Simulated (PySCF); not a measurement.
**Removing an electron from pentanenitrile**

Species: pentanenitrile, C5H9N.
Geometry (PBE0-D3(BJ)/def2-SVP, Å), atoms numbered from 1 in this order:
```xyz
15
C5H9N angstrom
C     -2.1918    0.2614    0.3917
C     -0.9288   -0.4130   -0.1184
C      0.3435    0.2941    0.3257
C      1.6057   -0.4012   -0.1880
C      2.8357    0.2636    0.2237
N      3.8015    0.8047    0.5610
H     -2.2621    1.3008    0.0336
H     -3.0953   -0.2684    0.0551
H     -2.2129    0.2900    1.4928
H     -0.9512   -0.4596   -1.2216
H     -0.9012   -1.4621    0.2255
H      0.3812    0.3457    1.4267
H      0.3362    1.3382   -0.0293
H      1.5963   -0.4502   -1.2899
H      1.6433   -1.4441    0.1688
```

Level: PBE0/def2-SVPD (PySCF). Frontier orbitals with their largest atomic shares (Löwdin; up to four atoms above 4 %):

```
orbital  ε (eV)                           main atoms
 HOMO−3   -9.94   C2 19 %, C3 17 %, N6 15 %, C1 13 %
 HOMO−2   -9.67  C2 26 %, C1 14 %, C3 12 %, H10 11 %
 HOMO−1   -9.28   N6 43 %, C5 32 %, C4 11 %, H15 4 %
   HOMO   -9.25                                    ?
   LUMO    0.32    C4 15 %, C2 12 %, C5 12 %, C3 9 %
 LUMO+1    0.88      C1 24 %, H9 9 %, H7 9 %, H8 9 %
 LUMO+2    0.93   N6 34 %, C5 29 %, C4 15 %, H15 8 %
```

**Question.** What vertical ionisation energy does ΔSCF give, and how far is −ε(HOMO) from it?

**Answer.** ΔSCF: 11.31 eV (1091 kJ/mol; threshold wavelength 110 nm); ⟨S²⟩ of the doublet left behind is 0.759, against 0.75 for a pure doublet. −ε(HOMO) is 9.25 eV, 2.06 eV below it. In exact Kohn–Sham theory the two would be equal; PBE0 (global hybrid, 25 % exact exchange) falls short of its own ΔSCF value by 18 %.

**Question.** On which atoms does the HOMO lie?

**Answer.** N6 (nitrile nitrogen) 41 %, C5 (nitrile carbon) 30 %, C3 (chain CH2 carbon) 9 %, C4 (sp3 carbon next to a nitrile) 8 %. The HOMO−1 lies 0.03 eV lower.

**Question.** What kinetic energy would electrons from this vertical process carry with He II light (40.814 eV)?

**Answer.** 40.81 − 11.31 = 29.50 eV.

**Question.** How many of the 10 lowest singlet excitations (vertical TDDFT, same level) lie below the ionisation energy?

**Answer.** All 10; they run from 7.70 to 9.29 eV.

**Question.** What total energies stand behind the ΔSCF value?

**Answer.** E(N) = -250.21653 Eh and E(N − 1) = -249.80099 Eh at the same geometry, 0.41554 Eh apart.

**Question.** Shift the occupied levels rigidly so that −ε(HOMO) equals the ΔSCF value. What binding energies result?

**Answer.** The shift is +2.06 eV: HOMO 11.31, HOMO−1 11.34, HOMO−2 11.73, HOMO−3 12.00 eV. A rigid shift is only a rough guide to the deeper ionisations.

Geometry: PBE0-D3(BJ)/def2-SVP, one conformer, isolated molecule.
